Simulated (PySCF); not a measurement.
SiH₂, SMILES [SiH2] (connectivity only; charge and spin as stated), neutral, multiplicity 1.

Geometry: PBE-D3(BJ)/def2-TZVPD. The isomer is the one that the SMILES or the coordinates give; other isomers of the formula were not compared.

Level of theory: PBE0/def2-TZVPD run with PySCF.

Symmetry labels are those of the subgroup C2v that the program uses (full group C2v).

### Question
List the valence orbital energies around the gap with their symmetry. (Estimate from the structure and the level; the computed values follow.)

### Answer

```json
[
 {"orbital": "HOMO−7", "symmetry": "A1", "energy (eV)": "-1803.42"},
 {"orbital": "HOMO−6", "symmetry": "A1", "energy (eV)": "-145.60"},
 {"orbital": "HOMO−5", "symmetry": "B1", "energy (eV)": "-100.42"},
 {"orbital": "HOMO−4", "symmetry": "B2", "energy (eV)": "-100.18"},
 {"orbital": "HOMO−3", "symmetry": "A1", "energy (eV)": "-100.11"},
 {"orbital": "HOMO−2", "symmetry": "A1", "energy (eV)": "-14.15"},
 {"orbital": "HOMO−1", "symmetry": "B2", "energy (eV)": "-9.15"},
 {"orbital": "HOMO", "symmetry": "A1", "energy (eV)": "-6.92"},
 {"orbital": "LUMO", "symmetry": "B1", "energy (eV)": "-3.12"},
 {"orbital": "LUMO+1", "symmetry": "A1", "energy (eV)": "0.53"},
 {"orbital": "LUMO+2", "symmetry": "B2", "energy (eV)": "0.64"},
 {"orbital": "LUMO+3", "symmetry": "A1", "energy (eV)": "1.91"}
]
```
